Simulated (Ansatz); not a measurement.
Ansatz (a first-principles code) input (RI-MP2/cc-pVTZ):
A basis named .json is the Basis Set Exchange file of that set.

Ansatz 0.2 input:
```yaml
crystal:
  periodic: [false, false, false]
  atoms:
    - {symbol: O, position_ang: [-0.22489627, 1.19921299, -0.07691899]}
    - {symbol: C, position_ang: [-0.43632120, 0.02838055, -0.00994382]}
    - {symbol: N, position_ang: [0.41790027, -0.99734550, 0.06832224]}
    - {symbol: H, position_ang: [0.07146814, -1.93733424, 0.11876215]}
    - {symbol: H, position_ang: [1.42032731, -0.84523444, 0.07799705]}
basis:
  gaussian:
    orbitals: cc-pVTZ
    fitting: {mean_field: def2-universal-jkfit, correlation: cc-pVTZ-RIFIT.json}
magnetization: {spin_polarized: true, initial_magnetization: 1}
correlation: {method: mp2, electrons: outside_noble_gas}
```

Output:

```
Functional definition: HF
integrals: 0.04 GiB planned
265 factors; integrals over basis functions are off by at most 8.8e-1 eV
303 factors; integrals over basis functions are off by at most 6.8e-1 eV
mean field: 0.19 GiB planned
mean field evaluation 1: about -4578.9921 eV, gradient 2.5e1 eV
mean field evaluation 2: about -4580.7161 eV, gradient 1.7e1 eV
mean field evaluation 4: about -4581.7152 eV, gradient 1.4e0 eV
mean field evaluation 8: about -4581.7330 eV, gradient 2.1e-6 eV
mean field -4581.73295845 eV, -168.3755806130 hartree, gradient 2.1e-6 eV, S^2 0.762222; 0 other end points of the search recorded, 0 dependent functions left out
3 core orbitals not correlated
reference -4581.73295845 eV, -168.3755806130 hartree; 9, 8 occupied and 106, 107 virtual orbitals, 303 factors
second order -15.60189335 eV of doubles, -0.00000000 eV of singles
Total energy: -4597.33485180 eV, -168.9489396183 hartree
```

It need not be the lowest isomer of its formula.
